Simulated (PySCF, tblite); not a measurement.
# CH₂N−: protonation

Aim: compute the protonation of CH₂N− (`C=[N-]`).

Computed with tblite 0.8.0 and PySCF 2.14.0 and routines of our own; the level stands in each step. Atoms count from 0.

## 1. The system as given

4 atoms, charge -1, multiplicity 1; geometry from: start built from the parent or by distance geometry.

## 2. Optimising the geometry with GFN2-xTB

The job: settings as JSON, then the geometry in Å.

```
{"job": {"kind": "relax", "xc": "GFN2-xTB", "basis": "xTB"}, "charge": -1, "multiplicity": 1}
C     -0.035800    -0.005700    -0.005900
N      1.197600    -0.157100    -0.007900
H     -0.706700    -0.853000    -0.006200
H     -0.434700     1.025300    -0.025700
```

On the command line:

```console
$ OMP_NUM_THREADS=1 python redox_run.py task.json out
```

The driver reads the jobs from task.json and runs them one after another.

Log:

```text
step      E/eV     max force
  0    -167.13501    3.883
  1    -167.28286    3.733
  2    -167.41882    0.633
  3    -167.44357    0.333
  4    -167.44785    0.280
  5    -167.45163    0.186
  6    -167.45354    0.080
  7    -167.45388    0.026
  8    -167.45391    0.017
  9    -167.45392    0.017
 10    -167.45394    0.013
 11    -167.45395    0.006
```

Wall time 0.02 s (1 thread of Intel Xeon Platinum 8375C at 2.90GHz, shared host).

Relaxation path:

```csv
step,energy from step 0 (eV),largest force (eV/Å)
0,0.0000,3.8830
1,-0.1479,3.7328
2,-0.2838,0.6328
3,-0.3086,0.3335
4,-0.3128,0.2804
5,-0.3166,0.1860
6,-0.3185,0.0799
7,-0.3189,0.0262
8,-0.3189,0.0171
9,-0.3189,0.0171
10,-0.3189,0.0125
11,-0.3189,0.0062
```

Distances of close pairs at the start and the end, largest changes first:

```
 bond  before (Å)  after (Å)  change (Å)
C0–H2       1.081      1.199      +0.118
C0–H3       1.106      1.197      +0.092
C0–N1       1.243      1.202      -0.040
```

The final coordinates are the input of the step that follows.

## 3. Vibrational analysis with GFN2-xTB

The job: settings as JSON, then the geometry in Å.

```
{"job": {"kind": "ir", "xc": "GFN2-xTB", "basis": "xTB"}, "charge": -1, "multiplicity": 1}
C      0.070230    -0.006333    -0.010914
N      1.260710    -0.174270    -0.005269
H     -0.787566    -0.843371    -0.005096
H     -0.522905     1.033521    -0.024428
```

Log:

```text
mode    cm-1     km/mol
  1     841.1   1555.08
  2     948.4     37.98
  3    1258.6    549.38
  4    1515.1    370.23
  5    1771.1    887.32
  6    2085.5    204.72
ZPE 50.362  H(298)-E 60.624  G(298)-E -4.635 kJ/mol  S 218.88 J/(mol K)
```

Run time: 0.08 s. Hardware: 1 thread of Intel Xeon Platinum 8375C at 2.90GHz, shared host.

Which atoms move in the most intense modes:

| cm⁻¹ | km/mol | atoms |
| --- | --- | --- |
| 841 | 1555.1 | H2 33 %, H3 33 %, C0 30 % |
| 948 | 38.0 | H3 34 %, H2 34 %, C0 29 % |
| 1259 | 549.4 | H2 47 %, H3 46 % |
| 1515 | 370.2 | H3 47 %, H2 47 % |
| 1771 | 887.3 | C0 45 %, N1 32 %, H3 12 %, H2 11 % |
| 2086 | 204.7 | H3 38 %, H2 38 %, N1 16 % |

## 4. Geometry optimisation at PBE0-D3(BJ)/ma-def2-SVP

The job: settings as JSON, then the geometry in Å.

```
{"job": {"xc": "PBE0", "basis": "ma-def2-SVP", "d3": "d3bj", "grid": 1, "kind": "geom"}, "charge": -1, "multiplicity": 1}
C      0.070230    -0.006333    -0.010914
N      1.260710    -0.174270    -0.005269
H     -0.787566    -0.843371    -0.005096
H     -0.522905     1.033521    -0.024428
```

Log:

```text
step   0  E = -93.81132958  max force = 0.073301
step   1  E = -93.81409524  max force = 0.011510
step   2  E = -93.81447994  max force = 0.005266
step   3  E = -93.81449408  max force = 0.002021
step   4  E = -93.81450276  max force = 0.001053
step   5  E = -93.81450434  max force = 0.000036
optimisation converged
```

It took 2.3 s on 1 thread of Intel Xeon Platinum 8375C at 2.90GHz, shared host.

Relaxation path:

| step | energy from step 0 (eV) | largest force component (eV/Å) |
| --- | --- | --- |
| 0 | 0.0000 | 3.7693 |
| 1 | -0.0753 | 0.5919 |
| 2 | -0.0857 | 0.2708 |
| 3 | -0.0861 | 0.1039 |
| 4 | -0.0863 | 0.0541 |
| 5 | -0.0864 | 0.0019 |

Distances of close pairs at the start and the end, largest changes first:

| bond | before (Å) | after (Å) | change (Å) |
| --- | --- | --- | --- |
| C0–H2 | 1.199 | 1.156 | -0.042 |
| C0–N1 | 1.202 | 1.244 | +0.042 |
| C0–H3 | 1.197 | 1.156 | -0.041 |

The end geometry stands in the next job.

```csv
at the end point,value
point group (found at 0.08 Å tolerance),C2v
"rotational constants (GHz, main isotopes)","286.9, 37.690, 33.314"
```

## 5. Harmonic vibrations (CH2N−): PBE0-D3(BJ)/ma-def2-SVP

The job: settings as JSON, then the geometry in Å.

```
{"job": {"xc": "PBE0", "basis": "ma-def2-SVP", "d3": "d3bj", "grid": 2, "kind": "hessian"}, "charge": -1, "multiplicity": 1}
C      0.034225    -0.001675    -0.011352
N      1.265937    -0.174888    -0.004323
H     -0.767128    -0.819540    -0.172023
H     -0.512032     1.005910     0.141506
```

Log:

```text
coarse grid: 3392 points
cycle   1  E = -93.6925698412  dE =  6.211e-02  |g| = 6.015e-01  |ddm| = 2.042e+00
cycle   2  E = -92.3781618142  dE =  1.314e+00  |g| = 1.746e+00  |ddm| = 2.955e+01
cycle   3  E = -93.7899972458  dE = -1.412e+00  |g| = 2.106e-01  |ddm| = 2.953e+01
cycle   4  E = -93.8021731248  dE = -1.218e-02  |g| = 8.289e-02  |ddm| = 3.770e-01
cycle   5  E = -93.8041079843  dE = -1.935e-03  |g| = 1.884e-02  |ddm| = 1.172e-01
cycle   6  E = -93.8041918073  dE = -8.382e-05  |g| = 1.865e-03  |ddm| = 1.593e-02
cycle   7  E = -93.8041929586  dE = -1.151e-06  |g| = 2.571e-04  |ddm| = 3.465e-03
final grid: 32944 points
cycle   8  E = -93.8145042984  dE = -1.634e-06  |g| = 3.727e-03  |ddm| = 1.127e-02
cycle   9  E = -93.8144973611  dE =  6.937e-06  |g| = 6.465e-03  |ddm| = 1.329e-02
cycle  10  E = -93.8145079157  dE = -1.055e-05  |g| = 1.194e-03  |ddm| = 8.463e-03
cycle  11  E = -93.8145082699  dE = -3.542e-07  |g| = 6.107e-05  |ddm| = 1.124e-03
cycle  12  E = -93.8145082709  dE = -1.023e-09  |g| = 1.625e-05  |ddm| = 4.093e-04
cycle  13  E = -93.8145082710  dE = -1.173e-10  |g| = 1.245e-06  |ddm| = 2.028e-04
cycle  14  E = -93.8145082710  dE = -5.656e-12  |g| = 4.016e-07  |ddm| = 7.329e-05
converged SCF energy = -93.8145082710

mode    cm-1
  1     995.1
  2    1143.2
  3    1484.7
  4    1735.1
  5    2287.3
  6    2527.1
ZPE 60.845  H(298)-E 70.934  G(298)-E 5.841 kJ/mol  S 218.32 J/(mol K)
```

It took 6.2 s on 1 thread of Intel Xeon Platinum 8375C at 2.90GHz, shared host; peak memory 0.52 GiB.

Zero-point energy 60.84 kJ/mol (xTB gave 50.36).

## 6. Single point (CH2N−): PBE0-D3(BJ)/ma-def2-TZVP

Geometry: PBE0-D3(BJ)/ma-def2-SVP.

The job: settings as JSON, then the geometry in Å.

```
{"job": {"kind": "sp", "xc": "PBE0", "basis": "ma-def2-TZVP", "d3": "d3bj", "grid": 2}, "charge": -1, "multiplicity": 1}
C      0.034225    -0.001675    -0.011352
N      1.265937    -0.174888    -0.004323
H     -0.767128    -0.819540    -0.172023
H     -0.512032     1.005910     0.141506
```

Log:

```text
coarse grid: 3392 points
cycle   1  E = -93.7994802252  dE =  7.946e-02  |g| = 6.342e-01  |ddm| = 1.468e+00
cycle   2  E = -92.3925412306  dE =  1.407e+00  |g| = 1.860e+00  |ddm| = 2.330e+01
cycle   3  E = -93.9083419867  dE = -1.516e+00  |g| = 1.922e-01  |ddm| = 2.327e+01
cycle   4  E = -93.9203543738  dE = -1.201e-02  |g| = 6.025e-02  |ddm| = 5.582e-01
cycle   5  E = -93.9211294205  dE = -7.750e-04  |g| = 2.561e-02  |ddm| = 1.011e-01
cycle   6  E = -93.9212997363  dE = -1.703e-04  |g| = 4.415e-03  |ddm| = 1.877e-02
cycle   7  E = -93.9213055297  dE = -5.793e-06  |g| = 1.292e-03  |ddm| = 8.891e-03
final grid: 32944 points
cycle   8  E = -93.9168273530  dE = -8.591e-06  |g| = 2.794e-03  |ddm| = 1.528e-02
cycle   9  E = -93.9168263431  dE =  1.010e-06  |g| = 3.308e-03  |ddm| = 8.765e-03
cycle  10  E = -93.9168293184  dE = -2.975e-06  |g| = 2.506e-04  |ddm| = 5.206e-03
cycle  11  E = -93.9168293155  dE =  2.920e-09  |g| = 3.100e-04  |ddm| = 9.791e-04
cycle  12  E = -93.9168293371  dE = -2.161e-08  |g| = 1.660e-05  |ddm| = 3.916e-04
cycle  13  E = -93.9168293374  dE = -2.447e-10  |g| = 4.401e-06  |ddm| = 3.028e-04
converged SCF energy = -93.9168293374
```

It took 0.73 s on 1 thread of Intel Xeon Platinum 8375C at 2.90GHz, shared host.

## 7. Relaxing the molecule with GFN2-xTB

This step treats CH₃N, `C=N`.

The job: settings as JSON, then the geometry in Å.

```
{"job": {"kind": "relax", "xc": "GFN2-xTB", "basis": "xTB"}, "charge": 0, "multiplicity": 1}
C      0.050500    -0.007800    -0.016600
N      1.255200    -0.166200    -0.027300
H     -0.749700    -0.827200    -0.168800
H     -0.514500     1.020500     0.120900
H      1.805900     0.553400     0.507500
```

Log:

```text
step      E/eV     max force
  0    -177.37441    4.703
  1    -177.48840    4.461
  2    -177.66449    1.972
  3    -177.75654    1.463
  4    -177.79184    0.957
  5    -177.83379    0.369
  6    -177.83798    0.222
  7    -177.84020    0.142
  8    -177.84121    0.095
  9    -177.84153    0.042
 10    -177.84157    0.019
 11    -177.84159    0.014
 12    -177.84160    0.013
 13    -177.84161    0.005
```

Wall time 0.06 s (1 thread of Intel Xeon Platinum 8375C at 2.90GHz, shared host).

The steps of the relaxation:

```csv
step,energy from step 0 (eV),largest force (eV/Å)
0,0.0000,4.7030
1,-0.1140,4.4607
2,-0.2901,1.9725
3,-0.3821,1.4635
4,-0.4174,0.9569
5,-0.4594,0.3691
6,-0.4636,0.2216
7,-0.4658,0.1422
8,-0.4668,0.0946
9,-0.4671,0.0422
10,-0.4672,0.0186
11,-0.4672,0.0142
12,-0.4672,0.0130
13,-0.4672,0.0052
```

Distances of close pairs at the start and the end, largest changes first:

```csv
bond,before (Å),after (Å),change (Å)
C0–H3,1.181,1.096,-0.086
C0–H2,1.155,1.083,-0.072
C0–N1,1.215,1.249,+0.033
N1–H4,1.052,1.020,-0.032
```

The next job starts from the end point, and lists it.

## 8. Harmonic vibrations with GFN2-xTB

The job: settings as JSON, then the geometry in Å.

```
{"job": {"kind": "ir", "xc": "GFN2-xTB", "basis": "xTB"}, "charge": 0, "multiplicity": 1}
C     -0.007491     0.023595     0.013122
N      1.211647    -0.221830     0.123724
H     -0.663888    -0.796652    -0.251252
H     -0.493226     0.995053     0.156581
H      1.800332     0.572607     0.373440
```

Log:

```text
mode    cm-1     km/mol
  1    1007.5      0.00
  2    1019.6     28.88
  3    1097.7     51.85
  4    1307.9     59.12
  5    1436.6      2.17
  6    1749.2     69.69
  7    2872.1    127.61
  8    3043.1     32.93
  9    3311.9     20.34
ZPE 100.758  H(298)-E 110.973  G(298)-E 43.266 kJ/mol  S 227.09 J/(mol K)
```

Run time: 0.08 s. Hardware: 1 thread of Intel Xeon Platinum 8375C at 2.90GHz, shared host.

Which atoms move in the most intense modes:

```
cm⁻¹  km/mol                               atoms
1020    28.9           H4 37 %, H2 29 %, H3 26 %
1098    51.9                    H4 55 %, H2 38 %
1308    59.1  H4 49 %, N1 15 %, C0 15 %, H2 12 %
1437     2.2                    H3 49 %, H2 45 %
1749    69.7                    C0 54 %, N1 42 %
2872   127.6                             H3 93 %
3043    32.9                             H2 93 %
3312    20.3                             H4 93 %
```

## 9. Optimising the geometry at PBE0-D3(BJ)/ma-def2-SVP

This step treats CH₃N, `C=N`.

The job: settings as JSON, then the geometry in Å.

```
{"job": {"xc": "PBE0", "basis": "ma-def2-SVP", "d3": "d3bj", "grid": 1, "kind": "geom"}, "charge": 0, "multiplicity": 1}
C     -0.007491     0.023595     0.013122
N      1.211647    -0.221830     0.123724
H     -0.663888    -0.796652    -0.251252
H     -0.493226     0.995053     0.156581
H      1.800332     0.572607     0.373440
```

Log:

```text
step   0  E = -94.44710663  max force = 0.024611
step   1  E = -94.44833670  max force = 0.000649
step   2  E = -94.44833976  max force = 0.000106
optimisation converged
```

Run time: 1.3 s. Hardware: 1 thread of Intel Xeon Platinum 8375C at 2.90GHz, shared host.

Step by step:

| step | energy from step 0 (eV) | largest force component (eV/Å) |
| --- | --- | --- |
| 0 | 0.0000 | 1.2655 |
| 1 | -0.0335 | 0.0334 |
| 2 | -0.0336 | 0.0055 |

Close pairs (by a distance rule), those that changed most:

```csv
bond,before (Å),after (Å),change (Å)
C0–H2,1.083,1.101,+0.018
C0–N1,1.249,1.265,+0.017
C0–H3,1.096,1.106,+0.010
N1–H4,1.020,1.025,+0.005
```

The final coordinates are the input of the step that follows.

```csv
at the end point,value
point group (found at 0.08 Å tolerance),Cs
"rotational constants (GHz, main isotopes)","195.8, 34.907, 29.626"
dipole moment (D),2.20
```

## 10. Harmonic vibrations (CH₃N): PBE0-D3(BJ)/ma-def2-SVP

The job: settings as JSON, then the geometry in Å.

```
{"job": {"xc": "PBE0", "basis": "ma-def2-SVP", "d3": "d3bj", "grid": 2, "kind": "hessian"}, "charge": 0, "multiplicity": 1}
C      0.001807     0.007156     0.010514
N      1.238872    -0.231954     0.125089
H     -0.679871    -0.815217    -0.258115
H     -0.467782     0.997209     0.160759
H      1.756001     0.616110     0.377339
```

Log:

```text
coarse grid: 4008 points
cycle   1  E = -94.4179226041  dE =  5.768e-02  |g| = 2.868e-01  |ddm| = 2.115e+00
cycle   2  E = -94.3786153657  dE =  3.931e-02  |g| = 5.080e-01  |ddm| = 8.650e-01
cycle   3  E = -94.4384320549  dE = -5.982e-02  |g| = 4.501e-02  |ddm| = 4.883e-01
cycle   4  E = -94.4388893508  dE = -4.573e-04  |g| = 1.715e-02  |ddm| = 5.626e-02
cycle   5  E = -94.4389620572  dE = -7.271e-05  |g| = 2.452e-03  |ddm| = 1.581e-02
cycle   6  E = -94.4389634399  dE = -1.383e-06  |g| = 3.759e-04  |ddm| = 2.641e-03
final grid: 38320 points
cycle   7  E = -94.4483370833  dE = -6.690e-06  |g| = 4.519e-03  |ddm| = 1.286e-02
cycle   8  E = -94.4483343577  dE =  2.726e-06  |g| = 5.786e-03  |ddm| = 9.314e-03
cycle   9  E = -94.4483419234  dE = -7.566e-06  |g| = 1.267e-03  |ddm| = 5.689e-03
cycle  10  E = -94.4483423106  dE = -3.872e-07  |g| = 1.022e-04  |ddm| = 1.038e-03
cycle  11  E = -94.4483423128  dE = -2.201e-09  |g| = 1.813e-05  |ddm| = 1.041e-04
cycle  12  E = -94.4483423129  dE = -7.269e-11  |g| = 2.570e-06  |ddm| = 2.257e-05
converged SCF energy = -94.4483423129

mode    cm-1
  1    1058.2
  2    1101.2
  3    1160.9
  4    1348.1
  5    1481.6
  6    1757.9
  7    3044.2
  8    3158.2
  9    3506.2
ZPE 105.370  H(298)-E 115.522  G(298)-E 47.793 kJ/mol  S 227.17 J/(mol K)
```

It took 9.3 s on 1 thread of Intel Xeon Platinum 8375C at 2.90GHz, shared host; peak memory 0.65 GiB.

Zero-point energy 105.37 kJ/mol (xTB gave 100.76).

## 11. Single point (CH3N): PBE0-D3(BJ)/ma-def2-TZVP

Geometry: PBE0-D3(BJ)/ma-def2-SVP.

The job: settings as JSON, then the geometry in Å.

```
{"job": {"kind": "sp", "xc": "PBE0", "basis": "ma-def2-TZVP", "d3": "d3bj", "grid": 2}, "charge": 0, "multiplicity": 1}
C      0.001807     0.007156     0.010514
N      1.238872    -0.231954     0.125089
H     -0.679871    -0.815217    -0.258115
H     -0.467782     0.997209     0.160759
H      1.756001     0.616110     0.377339
```

Log:

```text
coarse grid: 4008 points
cycle   1  E = -94.5335830574  dE =  6.564e-02  |g| = 3.111e-01  |ddm| = 1.480e+00
cycle   2  E = -94.4907010648  dE =  4.288e-02  |g| = 5.448e-01  |ddm| = 7.651e-01
cycle   3  E = -94.5568581232  dE = -6.616e-02  |g| = 5.563e-02  |ddm| = 4.613e-01
cycle   4  E = -94.5575044083  dE = -6.463e-04  |g| = 2.234e-02  |ddm| = 4.784e-02
cycle   5  E = -94.5576206583  dE = -1.162e-04  |g| = 2.409e-03  |ddm| = 1.389e-02
cycle   6  E = -94.5576219026  dE = -1.244e-06  |g| = 4.355e-04  |ddm| = 1.873e-03
final grid: 38320 points
cycle   7  E = -94.5518595354  dE = -1.536e-05  |g| = 5.035e-03  |ddm| = 1.760e-02
cycle   8  E = -94.5518569318  dE =  2.604e-06  |g| = 6.121e-03  |ddm| = 8.033e-03
cycle   9  E = -94.5518647615  dE = -7.830e-06  |g| = 1.372e-03  |ddm| = 4.905e-03
cycle  10  E = -94.5518651811  dE = -4.196e-07  |g| = 1.793e-04  |ddm| = 8.379e-04
cycle  11  E = -94.5518651881  dE = -6.978e-09  |g| = 2.271e-05  |ddm| = 1.124e-04
converged SCF energy = -94.5518651881
```

It took 0.8 s on 1 thread of Intel Xeon Platinum 8375C at 2.90GHz, shared host.

## 12. Protonation: PBE0-D3(BJ)/ma-def2-TZVP

This step combines the energies above: geometries from PBE0-D3(BJ)/ma-def2-SVP, zero-point and thermal terms from PBE0-D3(BJ)/ma-def2-SVP.

The job: settings as JSON, then the geometry in Å.

```
{"job": {"kind": "pa", "geom": {"xc": "PBE0", "basis": "ma-def2-SVP", "d3": "d3bj", "grid": 1}, "hess": 1, "level": {"xc": "PBE0", "basis": "ma-def2-TZVP", "d3": "d3bj"}}, "charge": -1, "multiplicity": 1}
C      0.034225    -0.001675    -0.011352
N      1.265937    -0.174888    -0.004323
H     -0.767128    -0.819540    -0.172023
H     -0.512032     1.005910     0.141506
```

Output (the driver's rows laid out field by field):

```text
protonation site by site, PBE0-D3(BJ)/ma-def2-TZVP // PBE0-D3(BJ)/ma-def2-SVP

row 1
  formula                 CH3N
  charge                  0
  multiplicity            1
  smiles                  C=N
  kept                    yes
  pieces                  1
  point_group             Cs
  atom                    1
  element                 N
  electronic              1667.29
  enthalpy                1628.9
  free_energy             1599.05
  share_gas               1.0
```

Run time: 21 s. Hardware: 1 thread of Intel Xeon Platinum 8375C at 2.90GHz, shared host.

Energy given off on adding a proton (kJ/mol, gas phase, 298 K for the thermal columns):

| site | product | electronic | enthalpy | free energy |
| --- | --- | --- | --- | --- |
| N1 | C=N | 1667.3 | 1628.9 | 1599.0 |

## 13. Single point (CH2N−): wavefunction

Geometry: PBE0-D3(BJ)/ma-def2-SVP.

The job: settings as JSON, then the geometry in Å.

```
{"job": {"kind": "sp", "xc": "CCSD(T)", "basis": "jun-cc-pV(T+d)Z", "grid": 2}, "charge": -1, "multiplicity": 1}
C      0.034225    -0.001675    -0.011352
N      1.265937    -0.174888    -0.004323
H     -0.767128    -0.819540    -0.172023
H     -0.512032     1.005910     0.141506
```

With the program's defaults for keys left out, this is: wavefunction single point, frozen core, gas phase.

Log:

```text
final grid: 32944 points
cycle   1  E = -93.3281838726  dE =  5.837e-03  |g| = 5.528e-01  |ddm| = 1.377e+00
cycle   2  E = -93.3602567150  dE = -3.207e-02  |g| = 5.212e-01  |ddm| = 9.404e-01
cycle   3  E = -93.4199025166  dE = -5.965e-02  |g| = 4.709e-02  |ddm| = 4.170e-01
cycle   4  E = -93.4216655606  dE = -1.763e-03  |g| = 1.863e-02  |ddm| = 7.839e-02
cycle   5  E = -93.4220348953  dE = -3.693e-04  |g| = 8.113e-03  |ddm| = 3.500e-02
cycle   6  E = -93.4221134038  dE = -7.851e-05  |g| = 3.365e-03  |ddm| = 2.421e-02
cycle   7  E = -93.4221229789  dE = -9.575e-06  |g| = 6.491e-04  |ddm| = 9.901e-03
cycle   8  E = -93.4221234471  dE = -4.683e-07  |g| = 1.911e-04  |ddm| = 3.229e-03
cycle   9  E = -93.4221234776  dE = -3.049e-08  |g| = 4.355e-05  |ddm| = 7.990e-04
cycle  10  E = -93.4221234792  dE = -1.584e-09  |g| = 7.483e-06  |ddm| = 1.982e-04
converged SCF energy = -93.4221234792
E(HF, exact integrals) = -93.4221577883
E(MP2) = -93.8079311802
E(CCSD) = -93.8183223547
E(CCSD(T)) = -93.8386427372
T1 diagnostic = 0.0204
```

It took 16 s on 1 thread of Intel Xeon Platinum 8375C at 2.90GHz, shared host; peak memory 0.82 GiB.

## 14. Single point (CH₃N): wavefunction

Geometry: PBE0-D3(BJ)/ma-def2-SVP.

The job: settings as JSON, then the geometry in Å.

```
{"job": {"kind": "sp", "xc": "CCSD(T)", "basis": "jun-cc-pV(T+d)Z", "grid": 2}, "charge": 0, "multiplicity": 1}
C      0.001807     0.007156     0.010514
N      1.238872    -0.231954     0.125089
H     -0.679871    -0.815217    -0.258115
H     -0.467782     0.997209     0.160759
H      1.756001     0.616110     0.377339
```

Level: wavefunction single point, frozen core, gas phase.

Log:

```text
final grid: 38320 points
cycle   1  E = -94.0312630067  dE =  9.875e-02  |g| = 3.519e-01  |ddm| = 1.355e+00
cycle   2  E = -94.0593377975  dE = -2.807e-02  |g| = 2.062e-01  |ddm| = 2.869e-01
cycle   3  E = -94.0678498617  dE = -8.512e-03  |g| = 4.398e-02  |ddm| = 1.176e-01
cycle   4  E = -94.0685978745  dE = -7.480e-04  |g| = 1.441e-02  |ddm| = 4.017e-02
cycle   5  E = -94.0686905179  dE = -9.264e-05  |g| = 5.126e-03  |ddm| = 1.465e-02
cycle   6  E = -94.0687105355  dE = -2.002e-05  |g| = 2.336e-03  |ddm| = 6.824e-03
cycle   7  E = -94.0687144747  dE = -3.939e-06  |g| = 5.366e-04  |ddm| = 3.862e-03
cycle   8  E = -94.0687146703  dE = -1.955e-07  |g| = 8.100e-05  |ddm| = 9.529e-04
cycle   9  E = -94.0687146760  dE = -5.721e-09  |g| = 1.612e-05  |ddm| = 1.833e-04
converged SCF energy = -94.0687146760
E(HF, exact integrals) = -94.0687446280
E(MP2) = -94.4421511199
E(CCSD) = -94.4590701982
E(CCSD(T)) = -94.4761158927
T1 diagnostic = 0.0123
```

Run time: 26 s. Hardware: 1 thread of Intel Xeon Platinum 8375C at 2.90GHz, shared host; peak memory 1.8 GiB.

## 15. Protonation: CCSD(T)/jun-cc-pV(T+d)Z

This step combines the energies above: geometries from PBE0-D3(BJ)/ma-def2-SVP, zero-point and thermal terms from PBE0-D3(BJ)/ma-def2-SVP.

The job: settings as JSON, then the geometry in Å.

```
{"job": {"kind": "pa", "geom": {"xc": "PBE0", "basis": "ma-def2-SVP", "d3": "d3bj", "grid": 1}, "hess": 1, "level": {"xc": "CCSD(T)", "basis": "jun-cc-pV(T+d)Z"}}, "charge": -1, "multiplicity": 1}
C      0.034225    -0.001675    -0.011352
N      1.265937    -0.174888    -0.004323
H     -0.767128    -0.819540    -0.172023
H     -0.512032     1.005910     0.141506
```

Output (the driver's rows laid out field by field):

```text
protonation site by site, CCSD(T)/jun-cc-pV(T+d)Z // PBE0-D3(BJ)/ma-def2-SVP

row 1
  formula                 CH3N
  charge                  0
  multiplicity            1
  smiles                  C=N
  kept                    yes
  pieces                  1
  point_group             Cs
  atom                    1
  element                 N
  electronic              1673.69
  enthalpy                1635.29
  free_energy             1605.45
  share_gas               1.0
```

Wall time 41 s (1 thread of Intel Xeon Platinum 8375C at 2.90GHz, shared host); peak memory 1.8 GiB.

Energy given off on adding a proton (kJ/mol, gas phase, 298 K for the thermal columns):

| site | product | electronic | enthalpy | free energy |
| --- | --- | --- | --- | --- |
| N1 | C=N | 1673.7 | 1635.3 | 1605.5 |

[end of part 1 of 2]
